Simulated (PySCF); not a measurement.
Method: B3LYP-D3(BJ)/def2-TZVP // r2SCAN-D4/def2-SVP (PySCF). Isolated molecules, 0 K electronic values unless said otherwise. B3LYP has the VWN-RPA correlation part, as in Gaussian. 

Reference species (SMILES): `[OH]` (neutral, multiplicity 2).

```yaml
dipole_moment: 1.77 D
highest_occupied_spin_orbital: -8.84 eV
```

Changed species: `C[O]` (free radical OCH3; the reference has free radical OH).

Task: Predict the effect on the dipole moment and highest occupied spin orbital.

Result: the dipole moment rises by 0.29 D, to 2.06 D; the highest occupied spin orbital rises by 1.34 eV, to -7.50 eV.
